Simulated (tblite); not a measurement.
Species: CH5P2 (charge -1).
Structure used (GFN2-xTB), in Å, numbered top down from 1:
```
atom  x, y, z in Å
P1     1.4242   -0.1927    1.0116
C2     0.1877   -0.6873   -0.2743
P3    -1.3911    0.2816   -0.3779
H4     1.6542    1.0284    0.4442
H5    -0.1072   -1.7232   -0.0652
H6     0.6185   -0.6728   -1.2838
H7    -1.5833    0.4422    0.9833
H8    -0.7940    1.5332   -0.4625
```

Method: GFN2-xTB as coded in tblite; computed harmonic values from a numerical Hessian at the method's own geometry, unscaled. Against measured fundamentals such values can be off by several per cent, at times by over 20. Modes of hydrogen on phosphorus can be 10 to 20 % off. One conformer, not necessarily the lowest.

Harmonic wavenumbers (cm⁻¹): 183.1, 217.5, 252.6, 594.0, 621.4, 684.4, 792.0, 830.1, 950.6, 1106.3, 1141.1, 1172.9, 1420.7, 2292.0, 2355.0, 2380.8, 2858.5, 2901.8.

A = 23831, B = 3044, C = 2850 MHz; mass 78.987 u (most abundant isotopes); point group C1, symmetry number 1.

Q: What is the zero-point energy?

A: ½Σν̃ = 11377 cm⁻¹ = 32.53 kcal/mol.

Q: Give the ideal-gas entropy at 298.15 K and 1 bar in the rigid-rotor, harmonic-oscillator model (classical rotation).

A: Translation 39.04, rotation 24.86, vibration 7.88: S = 71.8 cal/(mol K).

Q: And Cp and H(298.15 K) − H(0)?

A: Cp = 18.83 cal/(mol K), of which vibrations give 10.88 (their classical limit is 18 R = 35.8); H(298.15 K) − H(0) = 3.81 kcal/mol without the zero-point energy, 1.44 from vibrations.

Q: Which modes carry the vibrational entropy at 298.15 K?

A: 183.1 cm⁻¹: 2.30; 217.5 cm⁻¹: 1.98; 252.6 cm⁻¹: 1.71; 594.0 cm⁻¹: 0.46; 621.4 cm⁻¹: 0.41; 684.4 cm⁻¹: 0.33 cal/(mol K); the other 12 give 0.69 together.

Q: How do the functions run with temperature in this model?

A: 
| T (K) | S (cal/(mol K)) | Cp (cal/(mol K)) | H − H(0) (kcal/mol) | G − H(0) (kcal/mol) | ln q(vib) |
| --- | --- | --- | --- | --- | --- |
| 50 | 49.8 | 8.5 | 0.40 | -2.09 | 0.01 |
| 100 | 56.4 | 10.8 | 0.88 | -4.76 | 0.15 |
| 373.15 | 76.3 | 21.6 | 5.33 | -23.14 | 2.15 |
| 500 | 83.2 | 25.5 | 8.34 | -33.27 | 3.26 |
| 750 | 94.7 | 30.9 | 15.44 | -55.55 | 5.43 |
| 1000 | 104.1 | 34.5 | 23.64 | -80.43 | 7.48 |

q(vib) and H(0) count from the zero-point level.

Hindered rotation and anharmonicity are outside this model. Other conformers, if any are populated, would add a mixing term that is left out. The structure is chiral; the term R ln 2 for an equal mix with its mirror image is left out.
